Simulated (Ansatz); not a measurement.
Geometry optimisation, Ansatz 0.2.0, RKS B3LYP/def2-SVP.

Input:

```yaml
crystal:
  periodic: [false, false, false]
  atoms:
    - { symbol: Al, position_ang: [0.026631, -0.403203, -0.478545] }
    - { symbol: Cl, position_ang: [0.031824, -0.072646, 2.929932] }
    - { symbol: H, position_ang: [1.422108, 0.20009, -0.880589] }
    - { symbol: H, position_ang: [-1.405113, 0.144508, -0.830869] }
    - { symbol: F, position_ang: [0.071241, -1.889112, 0.322932] }
    - { symbol: H, position_ang: [-0.001392, -1.275838, 2.347939] }
basis:
  gaussian: { orbitals: def2-SVP }
hamiltonian:
  xc: b3lyp
relax:
  f_tol: 0.03
  max_steps: 50
```

Launched with:

```bash
$ ansatz run input.yaml --threads 1 --pin off --max-ram 2048MiB --backend cpu --events-out ev --progress --plain --runs-dir out
```

Q: Where does it end, and by what steps?

A: The forces met the threshold. After 8 steps the energy has fallen by 0.130 eV; Cl2 moved furthest, 0.49 Å.

| step | energy less start (eV) | largest force component (eV/Å) | accepted |
| --- | --- | --- | --- |
| 0 | 0.0000 | 0.955 | yes |
| 1 | -0.0631 | 0.562 | yes |
| 2 | -0.1159 | 0.253 | yes |
| 3 | -0.1163 | 0.223 | yes |
| 4 | -0.1272 | 0.240 | yes |
| 5 | -0.1282 | 0.202 | yes |
| 6 | -0.1295 | 0.131 | yes |
| 7 | -0.1298 | 0.063 | yes |
| 8 | -0.1299 | 0.010 | yes |

```xyz
6
Properties=species:S:1:pos:R:3
Al 0.019 -0.393 -0.232
Cl 0.019 0.008 2.447
H 1.416 0.198 -0.660
H -1.400 0.148 -0.650
F 0.050 -1.992 0.363
H 0.041 -1.266 2.143
```

Whether the end is a true minimum wasn't checked by a vibrational analysis.

The run took 32 s on 1 thread of Arm Neoverse N1, with other jobs on the host, peak memory 0.13 GiB.
